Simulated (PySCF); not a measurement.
Gas-phase reaction: 2 BOCl + Cl₂ = 2 BCl₂ + O₂

Computed with PySCF (xtb for GFN2) and rigid-rotor harmonic-oscillator thermochemistry at 1 bar. 'Table' is the NASA 1993 thermochemical table (part measured, part estimated). After a fit of one offset per element over all species, the range-separated, M06-2X, PBE0/def2-QZVP and CCSD(T)/def2-TZVPP enthalpies, where run, lie to one side of the table for BOCl (-56 kJ/mol), BCl₂ (+48 kJ/mol): a fault of the table's entry, another state or a shared error of the levels is possible; this was not checked at source. † marks an energy on the PBE0/def2-TZVP geometry and frequencies; other levels use their own. MP2 freezes the core. 6-31G* has spherical d functions here. Open shells (unrestricted): BCl₂ (multiplicity 2), O₂ (multiplicity 3); the rest are closed-shell singlets. GFN2 has no spin-polarisation term. For this reaction the table lies outside the span of B3LYP, CCSD(T), M06-2X, MP2, PBE0, r2SCAN, ωB97M-V, ωB97X-V in their largest bases here; which side is off was not settled. MP2 isn't extrapolated to the basis-set limit; its ΔH°(298 K) is 649.5 kJ in def2-SVP and 681.6 kJ in def2-TZVPP. The harmonic model lacks anharmonicity and excited electronic states, which grow with temperature; levels with a mode under 35 cm⁻¹ are left out. The table's entry may be an old estimate for BOCl, BCl₂ (not checked at source).

| level | ΔH°(298 K), kJ | minus table | ΔG°(1800 K), kJ |
|---|---|---|---|
| table | 473.6 | - | 382.7 |
| BLYP/def2-TZVP† | 649.8 | 176.2 | 567.1 |
| GFN2-xTB | 1088.9 | 615.3 | 1010.1 |
| HF/6-31G* | 468.1 | -5.5 | 384.2 |
| HF/def2-TZVP† | 488.7 | 15.1 | 406.0 |
| M06-2X/def2-TZVP† | 644.9 | 171.3 | 562.2 |
| MP2/def2-SVP† | 649.5 | 175.9 | 566.8 |
| PBE0/def2-QZVP† | 604.3 | 130.7 | 521.6 |
| PBE0/def2-SVP† | 572.4 | 98.8 | 489.7 |
| ωB97X-V/def2-TZVP† | 623.9 | 150.3 | 541.2 |
